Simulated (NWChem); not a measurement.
# C4H8 (cyclobutane): levels of theory compared

Aim: a comparison of 6 runs (HF/3-21G, HF/6-31G*, B3LYP/6-31G*, BLYP/6-31G*, MP2/6-31G*) of C4H8 (cyclobutane). 

The results are computed with NWChem 7.3.0.

### 1 The system as given

C4H8 has 12 atoms, charge 0, and is taken as a singlet. As SMILES, `C1CCC1`. Geometry: relaxed at PBE0-D4/def2-TZVP.

Bond lengths: C1–C2 1.541 Å, C2–C3 1.541 Å, C1–C4 1.541 Å, C3–C4 1.541 Å, C1–H5 1.093 Å, C1–H6 1.091 Å, C2–H7 1.093 Å, C2–H8 1.091 Å, C3–H9 1.093 Å, C3–H10 1.091 Å, C4–H11 1.093 Å, C4–H12 1.091 Å. Some angles: C1–C2–C3 88.3°, C2–C1–C4 88.3°, C2–C3–C4 88.3°, C1–C4–C3 88.3°, C1–C2–H7 111.3°, C1–C2–H8 118.1°, C3–C2–H7 111.3°, C3–C2–H8 118.1°, C2–C1–H5 111.3°, C2–C1–H6 118.1°.

### 2 Energy and forces at HF/3-21G (run 1)

job.xyz

```xyz
12
C4H8 gradient
C     -0.915600     0.295800    -0.476200
C     -0.357100     0.346000     0.959200
C      1.013600    -0.070500     0.391400
C      0.284800    -0.589700    -0.863200
H     -0.858100     1.274600    -0.958400
H     -1.919500    -0.105500    -0.623800
H     -0.786200    -0.444600     1.579500
H     -0.423100     1.289100     1.504200
H      1.628700     0.802300     0.160000
H      1.615300    -0.776700     0.966000
H      0.041300    -1.650700    -0.769700
H      0.753100    -0.425300    -1.835000
```

run.py

```python
from ase.io import read
from ase.calculators.nwchem import NWChem

system = read('job.xyz')

calc = NWChem(
    label='job',
    theory='scf',
    memory='2200 mb',
    basis='3-21G',
    basispar='spherical bse',
    scf={'nopen': '0', 'rhf': None, 'thresh': '1e-08', 'maxiter': '80'},
)
system.calc = calc

forces = system.get_forces()
print(f"energy = {system.get_potential_energy():.6f} eV")
print("forces (eV/A):")
for s, f in zip(system.symbols, forces):
    print(f"{s:2s} {f[0]:10.5f} {f[1]:10.5f} {f[2]:10.5f}")
print("dipole (e A):", system.get_dipole_moment().round(4))
```

Started as:

```bash
$ export ASE_NWCHEM_COMMAND="nwchem PREFIX.nwi > PREFIX.nwo"
$ python run.py
```

Standard output:

```text
energy = -4223.998512 eV
forces (eV/A):
C    -1.22924    0.55176   -0.71595
C    -0.55500    0.35245    1.38109
C     1.44743    0.03831    0.49098
C     0.33815   -0.94385   -1.15062
H     0.03990   -0.30689    0.17093
H     0.36685    0.07770    0.08958
H     0.14933    0.21165   -0.24230
H     0.05564   -0.29341   -0.24806
H    -0.24163   -0.25043    0.04299
H    -0.26930    0.20034   -0.19808
H     0.05410    0.34674    0.02602
H    -0.15622    0.01568    0.35342
dipole (e A): [-0.  0. -0.]
```

The calculator wrote job.nwi:

```
title "job"

permanent_dir job

scratch_dir job

start job

geometry units angstrom nocenter noautosym noautoz
  C  -9.1559999999999997e-01 2.9580000000000001e-01 -4.7620000000000001e-01
  C  -3.5709999999999997e-01 3.4599999999999997e-01 9.5920000000000005e-01
  C  1.0136000000000001e+00 -7.0499999999999993e-02 3.9140000000000003e-01
  C  2.8480000000000000e-01 -5.8970000000000000e-01 -8.6319999999999997e-01
  H  -8.5809999999999997e-01 1.2746000000000000e+00 -9.5840000000000003e-01
  H  -1.9195000000000000e+00 -1.0550000000000000e-01 -6.2380000000000002e-01
  H  -7.8620000000000001e-01 -4.4460000000000000e-01 1.5794999999999999e+00
  H  -4.2309999999999998e-01 1.2890999999999999e+00 1.5042000000000000e+00
  H  1.6287000000000000e+00 8.0230000000000001e-01 1.6000000000000000e-01
  H  1.6153000000000000e+00 -7.7669999999999995e-01 9.6599999999999997e-01
  H  4.1300000000000003e-02 -1.6507000000000001e+00 -7.6970000000000005e-01
  H  7.5309999999999999e-01 -4.2530000000000001e-01 -1.8350000000000000e+00
end

memory 2200 mb

basis spherical bse noprint
   * library 3-21G
end

scf
  nopen 0
  rhf
  thresh 1e-08
  maxiter 80
end

task scf gradient
```

job.nwo:

```text
Northwest Computational Chemistry Package (NWChem) 7.3.0
             --------------------------------------------------------

           Job information
           ---------------

    nwchem branch   = 7.3.0
    use scalapack   = T
    input           = job.nwi
    prefix          = job.
    data base       = job/job.db
    status          = startup
    nproc           =        1

           Memory information
           ------------------

    heap     =     72089596 doubles =      550.0 Mbytes
    stack    =     72089601 doubles =      550.0 Mbytes
    global   =    144179200 doubles =     1100.0 Mbytes (distinct from heap & stack)
    total    =    288358397 doubles =     2200.0 Mbytes
    verify   = yes
    hardfail = no

[... 144 lines left out ...]
 Convergence threshold     :          1.000E-08
[... 12 lines left out ...]
       Final RHF  results
[... 3 lines left out ...]
      One-electron energy =   -460.710313943310
[... 1 line left out ...]
 Nuclear repulsion energy =    127.612317499597
[... 34 lines left out ...]
                       ROHF Final Molecular Orbital Analysis
[... 215 lines left out ...]
                         RHF ENERGY GRADIENTS

    atom               coordinates                        gradient
                 x          y          z           x          y          z
   1 C      -1.730233   0.558981  -0.899888    0.023905  -0.010730   0.013923
   2 C      -0.674821   0.653845   1.812625    0.010793  -0.006854  -0.026858
   3 C       1.915426  -0.133226   0.739639   -0.028148  -0.000745  -0.009548
[... 8 lines of this table left out ...]
  12 H       1.423153  -0.803700  -3.467647    0.003038  -0.000305  -0.006873

                 ----------------------------------------
                 |  Time  |  1-e(secs)   |  2-e(secs)   |
                 ----------------------------------------
                 |  CPU   |       0.00   |       0.15   |
                 ----------------------------------------
                 |  WALL  |       0.00   |       0.15   |
                 ----------------------------------------

 Task  times  cpu:        1.4s     wall:        1.4s
 Total times  cpu:        1.4s     wall:        1.4s
```

It took 2.3 s on 1 thread of AMD EPYC 9R45 (Zen 5), shared host; peak memory 0.1 GiB.

### 3 Energy and forces at HF/6-31G(d) (spherical functions) (run 2)

run.py

```python
from ase import Atoms
from ase.calculators.nwchem import NWChem

atoms = Atoms(['C', 'C', 'C', 'C', 'H', 'H', 'H', 'H', 'H', 'H', 'H', 'H'], positions=[
    [-0.915600, 0.295800, -0.476200],
    [-0.357100, 0.346000, 0.959200],
    [1.013600, -0.070500, 0.391400],
    [0.284800, -0.589700, -0.863200],
    [-0.858100, 1.274600, -0.958400],
    [-1.919500, -0.105500, -0.623800],
    [-0.786200, -0.444600, 1.579500],
    [-0.423100, 1.289100, 1.504200],
    [1.628700, 0.802300, 0.160000],
    [1.615300, -0.776700, 0.966000],
    [0.041300, -1.650700, -0.769700],
    [0.753100, -0.425300, -1.835000],
])

calc = NWChem(
    label='m1',
    theory='scf',
    memory='2200 mb',
    basis='6-31G*',
    basispar='spherical bse',
    scf={'nopen': '0', 'rhf': None, 'thresh': '1e-08', 'maxiter': '80'},
)
atoms.calc = calc

forces = atoms.get_forces()
print("Total energy (eV):", round(atoms.get_potential_energy(), 6))
print("forces (eV/A):")
for s, f in zip(atoms.symbols, forces):
    print(f"{s:2s} {f[0]:10.5f} {f[1]:10.5f} {f[2]:10.5f}")
print("dipole (e A):", atoms.get_dipole_moment().round(4))
```

Started as:

```bash
$ export ASE_NWCHEM_COMMAND="nwchem PREFIX.nwi > PREFIX.nwo"
$ python run.py
```

Standard output:

```text
Total energy (eV): -4247.59075
forces (eV/A):
C    -0.29120    0.22471   -0.21762
C    -0.17555    0.01234    0.39353
C     0.40834    0.08654    0.10017
C     0.05980   -0.32499   -0.27053
H    -0.04155   -0.23659    0.10624
H     0.23747    0.09215    0.03656
H     0.09744    0.20888   -0.12804
H     0.01717   -0.22291   -0.13272
H    -0.12295   -0.21808    0.06819
H    -0.14681    0.16702   -0.13781
H     0.06875    0.24693   -0.04870
H    -0.11087   -0.03594    0.23083
dipole (e A): [-0.  0. -0.]
```

The calculator wrote m1.nwi:

```
title "m1"

permanent_dir m1

scratch_dir m1

start m1

geometry units angstrom nocenter noautosym noautoz
  C  -9.1559999999999997e-01 2.9580000000000001e-01 -4.7620000000000001e-01
  C  -3.5709999999999997e-01 3.4599999999999997e-01 9.5920000000000005e-01
  C  1.0136000000000001e+00 -7.0499999999999993e-02 3.9140000000000003e-01
  C  2.8480000000000000e-01 -5.8970000000000000e-01 -8.6319999999999997e-01
  H  -8.5809999999999997e-01 1.2746000000000000e+00 -9.5840000000000003e-01
  H  -1.9195000000000000e+00 -1.0550000000000000e-01 -6.2380000000000002e-01
  H  -7.8620000000000001e-01 -4.4460000000000000e-01 1.5794999999999999e+00
  H  -4.2309999999999998e-01 1.2890999999999999e+00 1.5042000000000000e+00
  H  1.6287000000000000e+00 8.0230000000000001e-01 1.6000000000000000e-01
  H  1.6153000000000000e+00 -7.7669999999999995e-01 9.6599999999999997e-01
  H  4.1300000000000003e-02 -1.6507000000000001e+00 -7.6970000000000005e-01
  H  7.5309999999999999e-01 -4.2530000000000001e-01 -1.8350000000000000e+00
end

memory 2200 mb

basis spherical bse noprint
   * library 6-31G*
end

scf
  nopen 0
  rhf
  thresh 1e-08
  maxiter 80
end

task scf gradient
```

m1.nwo:

```text
Northwest Computational Chemistry Package (NWChem) 7.3.0
             --------------------------------------------------------

           Job information
           ---------------

    nwchem branch   = 7.3.0
    use scalapack   = T
    input           = m1.nwi
    prefix          = m1.
    data base       = m1/m1.db
    status          = startup
    nproc           =        1

           Memory information
           ------------------

    heap     =     72089596 doubles =      550.0 Mbytes
    stack    =     72089601 doubles =      550.0 Mbytes
    global   =    144179200 doubles =     1100.0 Mbytes (distinct from heap & stack)
    total    =    288358397 doubles =     2200.0 Mbytes
    verify   = yes
    hardfail = no

[... 144 lines left out ...]
 Convergence threshold     :          1.000E-08
[... 12 lines left out ...]
       Final RHF  results
[... 3 lines left out ...]
      One-electron energy =   -462.099000204391
[... 1 line left out ...]
 Nuclear repulsion energy =    127.612317499597
[... 34 lines left out ...]
                       ROHF Final Molecular Orbital Analysis
[... 219 lines left out ...]
                         RHF ENERGY GRADIENTS

    atom               coordinates                        gradient
                 x          y          z           x          y          z
   1 C      -1.730233   0.558981  -0.899888    0.005663  -0.004370   0.004232
   2 C      -0.674821   0.653845   1.812625    0.003414  -0.000240  -0.007653
   3 C       1.915426  -0.133226   0.739639   -0.007941  -0.001683  -0.001948
[... 8 lines of this table left out ...]
  12 H       1.423153  -0.803700  -3.467647    0.002156   0.000699  -0.004489

                 ----------------------------------------
                 |  Time  |  1-e(secs)   |  2-e(secs)   |
                 ----------------------------------------
                 |  CPU   |       0.00   |       0.79   |
                 ----------------------------------------
                 |  WALL  |       0.00   |       0.79   |
                 ----------------------------------------

 Task  times  cpu:        5.9s     wall:        5.9s
 Total times  cpu:        5.9s     wall:        5.9s
```

It took 6.9 s on 1 thread of AMD EPYC 9R45 (Zen 5), shared host; peak memory 0.1 GiB.

### 4 Energy and forces at B3LYP/6-31G(d) (spherical functions) (run 3)

test.nw

```
start test
title "C4H8 gradient"
memory stack 880 mb heap 220 mb global 1100 mb
charge 0

geometry units bohr noautosym nocenter noautoz
  C  -1.73023324  0.55898099 -0.89988758
  C  -0.67482120  0.65384524  1.81262530
  C   1.91542640 -0.13322569  0.73963881
  C   0.53819400 -1.11437150 -1.63121159
  H  -1.62157399  2.40864492 -1.81111352
  H  -3.62732930 -0.19936611 -1.17881116
  H  -1.48570268 -0.84017224  2.98482241
  H  -0.79954312  2.43604595  2.84252604
  H   3.07779694  1.51612727  0.30235618
  H   3.05247461 -1.46775028  1.82547544
  H   0.07804569 -3.11937091 -1.45452220
  H   1.42315274 -0.80370052 -3.46764744
end

basis spherical bse
  * library 6-31G*
end

dft
  xc b3lyp
  grid xfine
  convergence energy 1e-08
  iterations 100
  mulliken
end

task dft gradient
```

Started as:

```bash
$ nwchem test.nw > test.out
```

Standard output:

```text
[...]
          Wavefunction type:  closed shell.
          No. of atoms     :    12
          No. of electrons :    32
[...]
          Charge           :     0
          Spin multiplicity:     1
[...]
          AO basis - number of functions:    72
[...]
              XC Information
              --------------
                         B3LYP Method XC Potential
                     Hartree-Fock (Exact) Exchange  0.200
                        Slater Exchange Functional  0.800 local
                    Becke 1988 Exchange Functional  0.720 non-local
              Lee-Yang-Parr Correlation Functional  0.810
                  VWN I RPA Correlation Functional  0.190 local
[...]
 d= 0,ls=0.0,diis     1   -157.1739681426 -2.85D+02  7.14D-03  2.88D-01     2.9
[...]
 d= 0,ls=0.0,diis     7   -157.2100451008 -4.03D-10  8.38D-08  4.04D-11    16.8
         Total DFT energy =     -157.210045100833
      One electron energy =     -462.634510745671
           Coulomb energy =      202.576553823250
    Exchange-Corr. energy =      -24.764396421918
 Nuclear repulsion energy =      127.612308243506
[...]
  wavefunction    = closed shell
                         DFT ENERGY GRADIENTS
    atom               coordinates                        gradient
                 x          y          z           x          y          z
   1 C      -1.730233   0.558981  -0.899888    0.004552  -0.002353   0.002806
   2 C      -0.674821   0.653845   1.812625    0.002222  -0.001091  -0.005368
   3 C       1.915426  -0.133226   0.739639   -0.005598  -0.000326  -0.001817
   4 C       0.538194  -1.114372  -1.631212   -0.001200   0.003798   0.004280
   5 H      -1.621574   2.408645  -1.811114    0.000415  -0.002044   0.001206
   6 H      -3.627329  -0.199366  -1.178811    0.002578   0.000774   0.000507
   7 H      -1.485703  -0.840172   2.984822    0.001019   0.001307  -0.001720
   8 H      -0.799543   2.436046   2.842526    0.000280  -0.002186  -0.001539
   9 H       3.077797   1.516127   0.302356   -0.001782  -0.001684   0.000244
  10 H       3.052475  -1.467750   1.825475   -0.001670   0.001543  -0.001375
  11 H       0.078046  -3.119371  -1.454522    0.000317   0.002400   0.000310
[...]
```

Wall time 22 s (1 thread of AMD EPYC 9R45 (Zen 5), shared host); peak memory 0.15 GiB.

Runs 4 to 5 aren't shown in full; the table further down has their settings and results.

### 5 Energy and forces at MP2/6-31G(d) (spherical functions) (run 6)

run.py

```python
from ase import Atoms
from ase.calculators.nwchem import NWChem

system = Atoms(['C', 'C', 'C', 'C', 'H', 'H', 'H', 'H', 'H', 'H', 'H', 'H'], positions=[
    [-0.915600, 0.295800, -0.476200],
    [-0.357100, 0.346000, 0.959200],
    [1.013600, -0.070500, 0.391400],
    [0.284800, -0.589700, -0.863200],
    [-0.858100, 1.274600, -0.958400],
    [-1.919500, -0.105500, -0.623800],
    [-0.786200, -0.444600, 1.579500],
    [-0.423100, 1.289100, 1.504200],
    [1.628700, 0.802300, 0.160000],
    [1.615300, -0.776700, 0.966000],
    [0.041300, -1.650700, -0.769700],
    [0.753100, -0.425300, -1.835000],
])

calc = NWChem(
    label='c4h8',
    theory='mp2',
    memory='2200 mb',
    basis='6-31G*',
    basispar='spherical bse',
    scf={'nopen': '0', 'rhf': None, 'thresh': '1e-08', 'maxiter': '80', 'print': 'low'},
    mp2={'freeze': 'core 4', 'tight': None},
)
system.calc = calc

forces = system.get_forces()
e = system.get_potential_energy()
print(f"E = {e:.6f} eV")
print("forces (eV/A):")
for s, f in zip(system.symbols, forces):
    print(f"{s:2s} {f[0]:10.5f} {f[1]:10.5f} {f[2]:10.5f}")
```

Started as:

```bash
$ export ASE_NWCHEM_COMMAND="nwchem PREFIX.nwi > PREFIX.nwo"
$ python run.py
```

Standard output:

```text
E = -4261.644662 eV
forces (eV/A):
C    -0.04700    0.09847   -0.06685
C    -0.05800   -0.04458    0.10829
C     0.10979    0.06340    0.00674
C    -0.00345   -0.11878   -0.04294
H     0.01080    0.06443   -0.02982
H    -0.09379   -0.03096   -0.01692
H    -0.02602   -0.05605    0.03450
H    -0.00884    0.08104    0.05348
H     0.03610    0.06268   -0.01985
H     0.05806   -0.05780    0.04983
H    -0.01918   -0.06983    0.01301
H     0.04155    0.00802   -0.08942
```

The calculator wrote c4h8.nwi:

```
title "c4h8"

permanent_dir c4h8

scratch_dir c4h8

start c4h8

geometry units angstrom nocenter noautosym noautoz
  C  -9.1559999999999997e-01 2.9580000000000001e-01 -4.7620000000000001e-01
  C  -3.5709999999999997e-01 3.4599999999999997e-01 9.5920000000000005e-01
  C  1.0136000000000001e+00 -7.0499999999999993e-02 3.9140000000000003e-01
  C  2.8480000000000000e-01 -5.8970000000000000e-01 -8.6319999999999997e-01
  H  -8.5809999999999997e-01 1.2746000000000000e+00 -9.5840000000000003e-01
  H  -1.9195000000000000e+00 -1.0550000000000000e-01 -6.2380000000000002e-01
  H  -7.8620000000000001e-01 -4.4460000000000000e-01 1.5794999999999999e+00
  H  -4.2309999999999998e-01 1.2890999999999999e+00 1.5042000000000000e+00
  H  1.6287000000000000e+00 8.0230000000000001e-01 1.6000000000000000e-01
  H  1.6153000000000000e+00 -7.7669999999999995e-01 9.6599999999999997e-01
  H  4.1300000000000003e-02 -1.6507000000000001e+00 -7.6970000000000005e-01
  H  7.5309999999999999e-01 -4.2530000000000001e-01 -1.8350000000000000e+00
end

memory 2200 mb

basis spherical bse noprint
   * library 6-31G*
end

scf
  nopen 0
  rhf
  thresh 1e-08
  maxiter 80
  print low
end
mp2
  freeze core 4
  tight
end

task mp2 gradient
```

c4h8.nwo:

```text
Northwest Computational Chemistry Package (NWChem) 7.3.0
             --------------------------------------------------------

           Job information
           ---------------

    nwchem branch   = 7.3.0
    use scalapack   = T
    input           = c4h8.nwi
    prefix          = c4h8.
    data base       = c4h8/c4h8.db
    status          = startup
    nproc           =        1

           Memory information
           ------------------

    heap     =     72089596 doubles =      550.0 Mbytes
    stack    =     72089601 doubles =      550.0 Mbytes
    global   =    144179200 doubles =     1100.0 Mbytes (distinct from heap & stack)
    total    =    288358397 doubles =     2200.0 Mbytes
    verify   = yes
    hardfail = no

[... 120 lines left out ...]
       Final RHF  results
[... 3 lines left out ...]
      One-electron energy =   -462.099000204391
[... 1 line left out ...]
 Nuclear repulsion energy =    127.612317499597
[... 85 lines left out ...]
                Dipole Moments (a.u.)
[... 83 lines left out ...]
  MP2 natural orbitals output to c4h8/c4h8.mp2nos
[... 1 line left out ...]
                         mp2 ENERGY GRADIENTS

    atom               coordinates                        gradient
                 x          y          z           x          y          z
   1 C      -1.730233   0.558981  -0.899888    0.000914  -0.001915   0.001300
   2 C      -0.674821   0.653845   1.812625    0.001128   0.000867  -0.002106
   3 C       1.915426  -0.133226   0.739639   -0.002135  -0.001233  -0.000131
[... 8 lines of this table left out ...]
  12 H       1.423153  -0.803700  -3.467647   -0.000808  -0.000156   0.001739

                 ----------------------------------------
                 |  Time  |  1-e(secs)   |  2-e(secs)   |
                 ----------------------------------------
                 |  CPU   |       0.00   |       0.77   |
                 ----------------------------------------
                 |  WALL  |       0.00   |       0.77   |
                 ----------------------------------------
 -----------------------
 Task  times  cpu:       12.1s     wall:       12.1s
 Total times  cpu:       12.2s     wall:       12.2s
```

It took 13 s on 1 thread of AMD EPYC 9R45 (Zen 5), shared host; peak memory 0.19 GiB.

### 6 Overview of the runs

```csv
run,level,iteration cap,module,energy (Eh),dipole moment (D),HOMO energy (eV),LUMO energy (eV),wall time
1,HF/3-21G,80,scf,-155.229083,0.00,-11.89,7.19,2.3 s
2,HF/6-31G* (spherical functions),80,scf,-156.096082,0.00,-11.84,6.41,6.9 s
3,B3LYP/6-31G* (spherical functions),100,dft,-157.210045,0.00,-8.16,2.65,22 s
4,BLYP/6-31G* (spherical functions),100,dft,-157.098304,0.00,-6.83,2.04,23 s
5,B3LYP/6-31G* (Cartesian functions),100,dft,-157.212745,0.00,-8.16,2.65,23 s
6,MP2/6-31G* (spherical functions),80,mp2,-156.612554,0.00,–,–,13 s
```

### 7 Outcome

```
                                                      quantity          value
                                           run 6: total energy  -156.61255 Eh
run 6: dipole moment (of the density that the program reports)         0.00 D
            run 6: correlation energy (4 core orbitals frozen)     -516.5 mEh
                               run 6: largest force on an atom     0.131 eV/Å
```

Over runs 1, 2, 3, 4, 5 the HOMO–LUMO gap runs from 8.88 eV (BLYP/6-31G*) to 19.08 eV (HF/3-21G). The two ends differ in method and basis. Totals of different functionals can't be ranked against each other. All runs together took 89 s, the longest 23 s.
